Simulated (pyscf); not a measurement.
PySCF, gas phase, ωB97X-D3(BJ)/def2-SVP geometries.

Problem. Estimate by transition-state theory the rate constant of H₂ (SMILES [H][H]) + •O–OH (SMILES [O]O) -> HO–OH (SMILES OO) + H• (SMILES [H]) (doublet surface; H–H broken, H–O formed) at 900 K, with ωB97M-D3(BJ)/def2-TZVP energies (ideal gas, 1 atm, RRHO with modes under 100 cm⁻¹ raised to 100, one conformer, R ln 2 for chiral ones without a mode under 150 cm⁻¹; no tunnelling).

Solution. The electronic barrier is 25.5 kcal/mol and the thermal terms add +21.0, so ΔG‡ = 46.5 kcal/mol. With k_BT/h = 1.88e+13 s⁻¹ and RT = 1.788 kcal/mol, and a volume of 1.23e-19 cm³ per molecule at 1 atm, k = 1.2e-17 cm³ molecule⁻¹ s⁻¹. Wigner's tunnelling factor for 1809i cm⁻¹ would be 1.35. A shift of 1 kcal/mol in the barrier changes k by a factor 1.7. This is the saddle that the search found; another between the same sides may lie lower. The angle at the transferred H is 173°.
